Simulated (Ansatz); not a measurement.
Species, as SMILES: F[CH]F, doublet.
Atoms: C1, F2, F3, H4. Bonds: C1-F2, C1-F3, C1-H4.

Basis-set convergence of the optimised C1-F2 bond length at MP2 with Ansatz (an electronic-structure program). The reference of a correlated method is not its basis-set limit, which lies further on. Cartesian d functions, on some or all atoms, in 6-31G*; all else is spherical. Cores are frozen. Core-valence sets carry the plain set on hydrogen. Open shells are unrestricted. No added dispersion term, no relativity. Reference: the value in def2-QZVPP, 1.3237 Å, itself unsure by roughly 0.0003 Å (its distance from cc-pVQZ). Deviations are taken from unrounded values.

```json
[
 {"basis": "6-31G*", "functions": "47", "optimised C1-F2 bond length (Å)": "1.3383", "minus reference (Å)": "0.0147"},
 {"basis": "def2-SVP", "functions": "47", "optimised C1-F2 bond length (Å)": "1.3237", "minus reference (Å)": "0.0001"},
 {"basis": "6-311+G**", "functions": "72", "optimised C1-F2 bond length (Å)": "1.3296", "minus reference (Å)": "0.0059"},
 {"basis": "def2-TZVP", "functions": "99", "optimised C1-F2 bond length (Å)": "1.3261", "minus reference (Å)": "0.0024"},
 {"basis": "cc-pVTZ", "functions": "104", "optimised C1-F2 bond length (Å)": "1.3251", "minus reference (Å)": "0.0014"},
 {"basis": "pcseg-2", "functions": "104", "optimised C1-F2 bond length (Å)": "1.3261", "minus reference (Å)": "0.0024"},
 {"basis": "def2-TZVPPD", "functions": "134", "optimised C1-F2 bond length (Å)": "1.3270", "minus reference (Å)": "0.0033"},
 {"basis": "6-311++G(3df,3pd)", "functions": "135", "optimised C1-F2 bond length (Å)": "1.3228", "minus reference (Å)": "-0.0009"},
 {"basis": "cc-pCVTZ", "functions": "143", "optimised C1-F2 bond length (Å)": "1.3244", "minus reference (Å)": "0.0007"}
]
```
